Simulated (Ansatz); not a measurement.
Debugging an active-space calculation of CH₄AlF, SMILES F[CH2][AlH2] (the Ansatz DFT code, driven from Python).

Script `ch4alf.py`:
```python
import ansatz as az

BASIS = "def2-SVP"

geometry_ang = [
    ("F", (-1.3605, 0.3752, -1.1465)),
    ("C", (-0.6698, -0.4821, -0.419)),
    ("Al", (0.7671, 0.4881, 0.508)),
    ("H", (-0.1568, -1.2334, -1.0972)),
    ("H", (-1.3187, -0.9811, 0.3107)),
    ("H", (0.451, 1.6642, 1.5591)),
    ("H", (-1.2605, 0.3752, -1.1465)),
]
molecule = az.Crystal.molecule()
for symbol, xyz in geometry_ang:
    molecule = molecule.atom(symbol, xyz)

calc = molecule.calculation()
calc = calc.basis(gaussian=BASIS)
calc = calc.correlation(active_electrons=2, active_orbitals=2)
for method in ["sc_nevpt2"]:
    data = (calc if method is None else calc.correlation(method)).run(threads=1, backend="cpu").report
    space = data["configurations"]
    state = space["states"][0]
    print(method or "casscf", f"total {data['free_energy_ev'] / 27.211386246:.6f} Ha, active-space state {state['energy']['hartree']:.6f} Ha, mean field {data['reference_energy_ev'] / 27.211386246:.6f} Ha")
    print("  determinants", state["n_determinants"], " natural occupations", [round(n, 3) for n in space["natural_occupations"]])
```

```console
$ python ch4alf.py
sc_nevpt2 total -352.983967 Ha, active-space state -352.630606 Ha, mean field -352.609954 Ha
  determinants 4  natural occupations [1.804, 0.196]
```

No error stopped it. What is wrong with the input all the same?

The fault: two atoms almost overlap. Mended:

```diff
--- before
+++ after
@@ -11,3 +11,3 @@
     ("H", (0.451, 1.6642, 1.5591)),
-    ("H", (-1.2605, 0.3752, -1.1465)),
+    ("H", (2.3489, 0.101, 0.2392)),
 ]
```

The mended script runs so:

```console
$ python ch4alf.py
sc_nevpt2 total -381.703734 Ha, active-space state -381.339815 Ha, mean field -381.318229 Ha
  determinants 4  natural occupations [1.982, 0.018]
```

Notes:
- Total energies depend on the basis set; only differences at equal settings carry meaning.
- The geometry is a force-field or estimated start, not a minimum of this method, and the basis set is short of its limit. The active space starts as a window about the frontier orbitals and is then optimised, not chosen by chemistry.
- Wall time of the script: 2.9 s on 1 thread of Arm Neoverse V1, on a shared host, peak memory 0.15 GiB.
